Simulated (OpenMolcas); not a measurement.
## Predicting a hybrid from its neighbours: SiH4O (silanol)

SiH4O: 6 atoms, total charge 0, spin state singlet. SMILES: `O[SiH3]`. The shape is that of a PBE0-D4/def2-TZVP optimisation.

The HOMO–LUMO gap y, in eV, basis cc-pVTZ; a is the functional's share of exact exchange. Programs: OpenMolcas 26.06.

```
functional     program     a  y (eV)
      BLYP  OpenMolcas     0    6.46
      TPSS  OpenMolcas     0    6.91
     B3LYP  OpenMolcas   0.2    8.41
      PBE0  OpenMolcas  0.25       ?
     BHLYP  OpenMolcas   0.5   11.19
```

Fit y = c + s·a to the known rows and predict PBE0.


1. Means of the 4 rows: a = 0.1750, y = 8.242.
2. Σ(Δa)² = 0.1675, Σ(Δa·Δy) = 1.5072, so the slope is 1.5072/0.1675 = 8.9982.
3. Intercept: 8.242 − (8.9982) × 0.1750 = 6.667. The largest residual of the fit is 0.24.
4. PBE0: 6.667 + (8.9982) × 0.25 = 8.92 eV.

The run gave 8.91 eV, so the prediction is off by +0.01 eV, within the scatter of the fit. Exact exchange lowers occupied levels and raises empty ones. The rows mix families of semi-local functionals, which the line can't see.
